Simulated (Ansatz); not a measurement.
## Which is lower?

The two ends of one reaction step of CH₇AlO, closed shell (PBE0-D4/def2-TZVP).

A:

Al1  (-0.590, 0.060, -0.725)
C2  (0.592, -1.266, 0.130)
H3  (0.011, 0.965, -1.911)
H4  (-2.160, -0.222, -0.743)
H5  (0.170, 1.278, 1.395)
O6  (-0.431, 1.526, 0.683)
H7  (0.647, -2.177, -0.476)
H8  (1.623, -0.915, 0.249)
H9  (0.228, -1.581, 1.115)
H10  (-0.091, 2.334, 0.283)
(Å)

B:

Al1  (-0.984, 0.723, -0.778)
C2  (0.831, -1.168, 0.567)
H3  (-0.162, 0.730, -2.135)
H4  (-2.134, -0.305, -0.448)
H5  (0.529, -0.249, 1.077)
O6  (-0.772, 1.995, 0.333)
H7  (0.816, -1.055, -0.522)
H8  (1.856, -1.396, 0.858)
H9  (0.167, -1.979, 0.857)
H10  (-0.147, 2.703, 0.191)
(Å)

Computed with Ansatz 0.2.0 (basis: def2-TZVPP); correlated methods freeze the cores. B3LYP uses VWN-RPA correlation.

Q: Which structure is lower at CCSD(T), and by how much? (An estimate is asked for; the value comes from the calculation.)

A: Computed: B, by 17.78 kcal/mol (electronic energy, against the other). By their contacts, A is CH₇AlO ([CH3][AlH2][OH2]) and B is a complex of AlH₃O ([OH][AlH2]) + CH₄.

All methods give the same order:

```json
{"method": "SPW92", "E(B) − E(A) (kcal/mol)": "-14.22"}
{"method": "PBE-D4", "E(B) − E(A) (kcal/mol)": "-17.24"}
{"method": "BLYP-D4", "E(B) − E(A) (kcal/mol)": "-20.41"}
{"method": "r2SCAN-D4", "E(B) − E(A) (kcal/mol)": "-17.63"}
{"method": "B97M-V", "E(B) − E(A) (kcal/mol)": "-17.91"}
{"method": "PBE0-D4", "E(B) − E(A) (kcal/mol)": "-16.33"}
{"method": "B3LYP-D4", "E(B) − E(A) (kcal/mol)": "-19.41"}
{"method": "r2SCAN0-D4", "E(B) − E(A) (kcal/mol)": "-16.91"}
{"method": "BHLYP-D4", "E(B) − E(A) (kcal/mol)": "-18.79"}
{"method": "CAM-B3LYP-D4", "E(B) − E(A) (kcal/mol)": "-18.79"}
{"method": "wB97X-V", "E(B) − E(A) (kcal/mol)": "-17.69"}
{"method": "wB97M-V", "E(B) − E(A) (kcal/mol)": "-17.46"}
{"method": "B2PLYP", "E(B) − E(A) (kcal/mol)": "-19.39"}
{"method": "PBE-QIDH", "E(B) − E(A) (kcal/mol)": "-16.66"}
{"method": "RPA on PBE", "E(B) − E(A) (kcal/mol)": "-18.14"}
{"method": "HF", "E(B) − E(A) (kcal/mol)": "-20.05"}
{"method": "MP2", "E(B) − E(A) (kcal/mol)": "-18.40"}
{"method": "CCSD", "E(B) − E(A) (kcal/mol)": "-18.03"}
{"method": "CCSD(T)", "E(B) − E(A) (kcal/mol)": "-17.78"}
```

T1 diagnostic: at most 0.011.

Labels in which every atom is bracketed show which atoms are joined, not bond orders.

For scale, one of the runs: CCSD(T)/def2-TZVPP, 202 basis functions, launched by `ansatz run in.yaml --threads 2 --pin off --events-out ev --progress --plain --max-ram 4352MiB`. Time: 63 s of wall clock on 2 CPU threads of an Arm Neoverse V1; the host was shared. Peak host memory: 2.5 GiB.
